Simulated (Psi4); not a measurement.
# One shape, several levels: doublet [BH3]−

We compute a comparison of 5 runs (UHF/STO-3G, UB3LYP/6-31G*, UHSE06/def2-TZVPPD, UTPSSh/def2-TZVPPD) of doublet [BH3]−. 

The results are computed with Psi4 1.11.

## 1. The system as given

[BH3]−: 4 atoms, total charge -1, spin state doublet. As SMILES of the parent species, `B`. The shape is that of a PBE0-D4/def2-TZVP optimisation. That shape belongs to the parent species and isn't relaxed for this state.

Bond lengths: B1–H2 1.193 Å, B1–H3 1.193 Å, B1–H4 1.193 Å. Angles: H2–B1–H3 120.0°, H2–B1–H4 120.0°, H3–B1–H4 120.0°.

## 2. A single-point energy at UHF/STO-3G (run 1)

job.py

```python
import psi4

psi4.set_memory(1600000000)
psi4.set_num_threads(1)
psi4.set_output_file('output.dat', False)

mol = psi4.geometry("""
-1 2
B      0.013900    -0.015100    -0.005100
H      0.982200     0.381700     0.568800
H     -0.276200    -1.171800     0.043000
H     -0.664400     0.744900    -0.626900
symmetry c1
no_reorient
no_com
""")

psi4.set_options({
    'reference': 'uhf',
    'puream': True,
    'e_convergence': 1e-09,
    'd_convergence': 1e-08,
    'scf_type': 'pk',
    'maxiter': 200,
})

e = psi4.energy("hf/STO-3G")
print('E =', round(e, 9))
```

The run is started by

```
python job.py
```

output.dat:

```text
[...]
  Running in c1 symmetry.
[...]
  Nuclear repulsion =    7.418838234776622
[...]
  Multiplicity = 2
[...]
  Nalpha       = 5
  Nbeta        = 4
[...]
    Number of basis functions: 8
[...]
   @UHF iter   1:   -25.85646778570634   -1.09099e+00   1.25560e-02 ADIIS/DIIS
[...]
   @UHF iter   8:   -25.86630329572045   -1.56319e-13   5.18474e-09 DIIS
[...]
   @S^2 Observed:                7.640271799E-01
[...]
    Orbital Energies [Eh]
    ---------------------
    Alpha Occupied:
       1A     -6.851438     2A     -0.305574     3A     -0.070218
       4A     -0.070207     5A      0.166135
    Alpha Virtual:
       6A      1.047809     7A      1.170487     8A      1.170522
    Beta Occupied:
       1A     -6.821582     2A     -0.237616     3A     -0.068010
       4A     -0.067997
[...]
  @UHF Final Energy:   -25.86630329572045
   => Energetics <=
    Nuclear Repulsion Energy =              7.4188382347766222
    One-Electron Energy =                 -52.2437766556616054
    Two-Electron Energy =                  18.9586351251645340
    Total Energy =                        -25.8663032957204493
  UHF NO Occupations:
  HONO-2 :    3  A 1.9987643
  HONO-1 :    4  A 1.9954459
[...]
 Multipole Moments:
 ------------------------------------------------------------------------------------
     Multipole            Electronic (a.u.)      Nuclear  (a.u.)        Total (a.u.)
 ------------------------------------------------------------------------------------
 L = 1.  Multiply by 2.5417464519 to convert [e a0] to [Debye]
 Dipole X            :         -0.2362133            0.2099486           -0.0262647
 Dipole Y            :          0.2565866           -0.2280899            0.0284966
 Dipole Z            :          0.0863163           -0.0767229            0.0095934
 Magnitude           :                                                    0.0399240
[...]
```

Standard output:

```text
E = -25.866303296
```

It took 2.3 s on 1 thread of Intel Xeon Platinum 8488C (Sapphire Rapids), shared host; peak memory 0.18 GiB.

## 3. A single-point energy at UB3LYP/6-31G(d) (spherical functions) (run 2)

input.json

```json
{
 "schema_name": "qcschema_input",
 "schema_version": 1,
 "molecule": {
  "schema_name": "qcschema_molecule",
  "schema_version": 2,
  "symbols": ["B", "H", "H", "H"],
  "geometry": [0.02626719, -0.02853486, -0.0096376, 1.856089, 0.72130846, 1.07487622, -0.52194236, -2.21438107, 0.08125822, -1.25553404, 1.40765699, -1.18466931],
  "molecular_charge": -1,
  "molecular_multiplicity": 2,
  "fix_symmetry": "c1",
  "fix_com": true,
  "fix_orientation": true
 },
 "driver": "energy",
 "model": {
  "method": "b3lyp",
  "basis": "6-31G*"
 },
 "keywords": {
  "reference": "uks",
  "puream": true,
  "e_convergence": 1e-09,
  "d_convergence": 1e-08,
  "scf_type": "pk",
  "dft_radial_points": 99,
  "dft_spherical_points": 590,
  "maxiter": 200,
  "scf_properties": ["LOWDIN_CHARGES", "WIBERG_LOWDIN_INDICES", "DIPOLE"]
 }
}
```

The run is started by

```
psi4 --qcschema input.json -n 1 --memory 1600MB
```

stdout:

```text
[...]
  Running in c1 symmetry.
[...]
  Nuclear repulsion =    7.418838237178044
[...]
  Multiplicity = 2
[...]
  Nalpha       = 5
  Nbeta        = 4
[...]
    Number of basis functions: 20
[...]
   @UKS iter   1:   -26.41945340199575   -3.05636e-01   2.20741e-02 DIIS/ADIIS
[...]
   @UKS iter   9:   -26.57465943774720   -2.16716e-13   2.21185e-09 DIIS
[...]
   @S^2 Observed:                7.536563923E-01
[...]
    Orbital Energies [Eh]
    ---------------------
    Alpha Occupied:
       1A     -6.405024     2A     -0.209365     3A     -0.045866
       4A     -0.045857     5A      0.146630
    Alpha Virtual:
       6A      0.421322     7A      0.442217     8A      0.442227
       9A      0.665612    10A      0.665618    11A      0.715557
      12A      0.748419    13A      1.199670    14A      1.212117
      15A      1.212137    16A      1.572651    17A      1.572654
      18A      1.892319    19A      2.074356    20A      2.074452
    Beta Occupied:
[...]
  @UKS Final Energy:   -26.57465943774720
   => Energetics <=
    Nuclear Repulsion Energy =              7.4188382371780444
    One-Electron Energy =                 -51.6090825217377898
    Two-Electron Energy =                  21.9907285844922882
    DFT Exchange-Correlation Energy =      -4.3751437376797453
    Empirical Dispersion Energy =           0.0000000000000000
    VV10 Nonlocal Energy =                  0.0000000000000000
    Total Energy =                        -26.5746594377472043
[...]
 Multipole Moments:
 ------------------------------------------------------------------------------------
     Multipole            Electronic (a.u.)      Nuclear  (a.u.)        Total (a.u.)
 ------------------------------------------------------------------------------------
 L = 1.  Multiply by 2.5417464519 to convert [e a0] to [Debye]
 Dipole X            :         -0.2362446            0.2099486           -0.0262961
 Dipole Y            :          0.2566236           -0.2280899            0.0285337
 Dipole Z            :          0.0863515           -0.0767229            0.0096287
 Magnitude           :                                                    0.0399796
[...]
```

The result, in JSON:

```text
{
 "driver": "energy",
 "model": {
  "method": "b3lyp",
  "basis": "6-31G*"
 },
 "success": true,
 "return_result": -26.574659437747204,
 "properties": {
  "calcinfo_nbasis": 20,
  "calcinfo_nmo": 20,
  "calcinfo_nalpha": 5,
  "calcinfo_nbeta": 4,
  "calcinfo_natom": 4,
  "nuclear_repulsion_energy": 7.418838237178044,
  "return_energy": -26.574659437747204,
  "scf_one_electron_energy": -51.60908252173779,
  "scf_two_electron_energy": 21.990728584492288,
  "scf_xc_energy": -4.375143737679745,
  "scf_dipole_moment": [-0.026296086437515437, 0.028533715824749062, 0.009628669869294323],
  "scf_total_energy": -26.574659437747204,
  "scf_iterations": 9
 }
}
```

Wall time 7.2 s (1 thread of Intel Xeon Platinum 8488C (Sapphire Rapids), shared host); peak memory 0.35 GiB.

Runs 3 to 4 aren't shown in full; the table further down has their settings and results.

## 4. Energy and forces at UTPSSh/def2-TZVPPD (run 5)

job.inp

```
memory 1600 MB

molecule mol {
  -1 2
  B
  H 1 1.193489
  H 1 1.193493 2 120.00312
  H 1 1.193451 2 119.99514 3 179.98694
  symmetry c1
  no_reorient
  no_com
}

set globals {
  basis                def2-TZVPPD
  reference            uks
  puream               true
  e_convergence        1e-09
  d_convergence        1e-08
  scf_type             pk
  dft_radial_points    99
  dft_spherical_points 590
  maxiter              200
}

energy_value, wavefunction = gradient('tpssh', return_wfn=True)
oeprop(wavefunction, 'QUADRUPOLE', 'DIPOLE', 'LOWDIN_CHARGES', title='TPSSH')
```

The run is started by

```
psi4 -n 1 job.inp job.out
```

job.out:

```text
[...]
  Running in c1 symmetry.
[...]
  Nuclear repulsion =    7.418840106720390
[...]
  Multiplicity = 2
[...]
  Nalpha       = 5
  Nbeta        = 4
[...]
    Number of basis functions: 88
[...]
   @UKS iter   1:   -26.38090403677156   -2.98977e-01   6.19477e-03 DIIS/ADIIS
[...]
   @UKS iter  11:   -26.61882131139404   -2.78533e-12   2.97345e-09 DIIS
[...]
   @S^2 Observed:                7.535625276E-01
[...]
  @UKS Final Energy:   -26.61882131139404
   => Energetics <=
    Nuclear Repulsion Energy =              7.4188401067203902
    One-Electron Energy =                 -51.2845616198711127
    Two-Electron Energy =                  22.0770165289403266
    DFT Exchange-Correlation Energy =      -4.8301163271836476
    Empirical Dispersion Energy =           0.0000000000000000
    VV10 Nonlocal Energy =                  0.0000000000000000
    Total Energy =                        -26.6188213113940435
[...]
  -Total Gradient:
     Atom            X                  Y                   Z
    ------   -----------------  -----------------  -----------------
       1        0.000001913757    -0.000010308080    -0.000008818551
       2       -0.000000062131    -0.000005354271    -0.008726238889
       3       -0.000000063165    -0.007554565703     0.004360588304
       4       -0.000001788517     0.007570083485     0.004374431529
[...]
 Multipole Moments:
 ------------------------------------------------------------------------------------
     Multipole            Electronic (a.u.)      Nuclear  (a.u.)        Total (a.u.)
 ------------------------------------------------------------------------------------
 L = 1.  Multiply by 2.5417464519 to convert [e a0] to [Debye]
 Dipole X            :          0.0000560            0.0001894            0.0002454
 Dipole Y            :          0.0000255           -0.0000376           -0.0000121
 Dipole Z            :         -0.0000589            0.0000389           -0.0000200
 Magnitude           :                                                    0.0002465
 L = 2.  Multiply by 1.3450342976 to convert [e a0^2] to [Debye ang]
 Quadrupole XX       :        -12.8509779            0.0000002          -12.8509777
 Quadrupole XY       :          0.0006439           -0.0008696           -0.0002257
[...]
```

It took 40 s on 1 thread of Intel Xeon Platinum 8488C (Sapphire Rapids), shared host; peak memory 0.81 GiB.

## 5. All runs side by side

| run | level | integration grid | task | energy (Eh) | HOMO energy (eV) | LUMO energy (eV) | ⟨S²⟩ | wall time |
| --- | --- | --- | --- | --- | --- | --- | --- | --- |
| 1 | UHF/STO-3G | – | energy | -25.866303 | 4.52 | 20.92 | 0.764 | 2.3 s |
| 2 | UB3LYP/6-31G* (spherical functions) | 99 radial × 590 angular | energy | -26.574659 | 3.99 | 7.52 | 0.754 | 7.2 s |
| 3 | UB3LYP/6-31G* (Cartesian functions) | 99 radial × 590 angular | gradient | -26.575149 | 3.99 | 7.53 | 0.754 | 7.8 s |
| 4 | UHSE06/def2-TZVPPD | 99 radial × 590 angular | gradient | -26.566565 | 2.58 | 3.77 | 0.754 | 40 s |
| 5 | UTPSSh/def2-TZVPPD | 99 radial × 590 angular | gradient | -26.618821 | 2.70 | 3.89 | 0.754 | 40 s |

## 6. What came out

```
                                 quantity         value
                      run 5: total energy  -26.61882 Eh
run 5: HOMO energy (highest over α and β)       2.70 eV
 run 5: LUMO energy (lowest over α and β)       3.89 eV
                              run 5: ⟨S²⟩         0.754
          run 5: largest force on an atom    0.450 eV/Å
```

In words: Totals of different functionals can't be ranked against each other. In runs 1, 2, 3, 4, 5 the HOMO lies above zero, so the outermost electron may be held by the basis alone. In run 1 the basis is minimal, so the values are rough. All runs together took 97 s, the longest 40 s.
